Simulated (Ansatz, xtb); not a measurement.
**Relative energy of two isomers of BH6NSi**

Structure X is `BN[SiH3]`, a singlet and structure Y is `NB[SiH3]`, a singlet. Both are isolated molecules in the gas phase, relaxed with r2SCAN-D4/def2-SVP; the shapes shown needn't be the lowest conformers.

X (Å):

```tsv
atom	x (Å)	y (Å)	z (Å)
B	-0.3246	-0.1478	0.0618
N	-1.2984	-1.0710	-0.3570
Si	-1.4340	-1.8326	-1.9407
H	-0.3650	0.2891	1.1894
H	0.5371	0.1923	-0.7165
H	-2.0044	-1.3285	0.3316
H	-1.3541	-3.3189	-1.8121
H	-0.3199	-1.3258	-2.7834
H	-2.7502	-1.5029	-2.5659
```

Y (Å):

```xyz
9

B    -1.4498   -0.5557   -0.5353
N    -0.3889   -0.2982    0.3278
Si   -1.2860   -1.9321   -2.0068
H     0.5076   -0.7705    0.2759
H    -0.4355    0.3853    1.0770
H    -2.4713    0.0760   -0.3700
H     0.0641   -2.5918   -2.0229
H    -2.3093   -3.0184   -1.8617
H    -1.4972   -1.3201   -3.3593
```

Q: Estimate E(Y) − E(X) at the level CCSD(T)/def2-TZVP.

A: Calculated at CCSD(T)/def2-TZVP: E(Y) − E(X) = +0.586 eV, so structure X lies lower.

How the difference moves with the method:

```tsv
level	geometry	E(Y) − E(X) (eV)	departure from the last row (eV)	job, with rough time for the two
GFN2-xTB	GFN2-xTB	+1.210	+0.624	optimisation, 0.64 s
HF/STO-3G	GFN2-xTB	+0.750	+0.163	single point, 1.4 s
r2SCAN-D4/def2-SVP//GFN2-xTB	GFN2-xTB	+0.383	−0.203	single point, 8.5 s
r2SCAN-D4/def2-SVP	r2SCAN-D4/def2-SVP	+0.390	−0.197	optimisation, 2 min
HF/def2-TZVP	r2SCAN-D4/def2-SVP	+0.738	+0.151	part of the CCSD(T) run
MP2/def2-TZVP	r2SCAN-D4/def2-SVP	+0.660	+0.074	part of the CCSD(T) run
CCSD(T)/def2-TZVP	r2SCAN-D4/def2-SVP	+0.586		single point, 54 s
```

As drawn, Y has 1 B–Si, 1 N–H in place of 1 N–Si, 1 B–H.

None of the levels shown reverses the order. The largest departure from CCSD(T)/def2-TZVP is that of GFN2-xTB, 0.624 eV.

With harmonic frequencies from r2SCAN-D4/def2-SVP (ideal gas, rigid rotor, one conformer each, 400 K, 1 atm): on the last row, ΔE + ΔZPE = +0.617, ΔH = +0.627, ΔG = +0.607 eV.

The correlated steps freeze 7 core orbitals. Programs: Ansatz 0.2.0, xtb 6.7.1; the last row on 1 thread of Intel(R) Xeon(R) Processor @ 2.50GHz (Skylake/Cascade Lake) on a shared host.
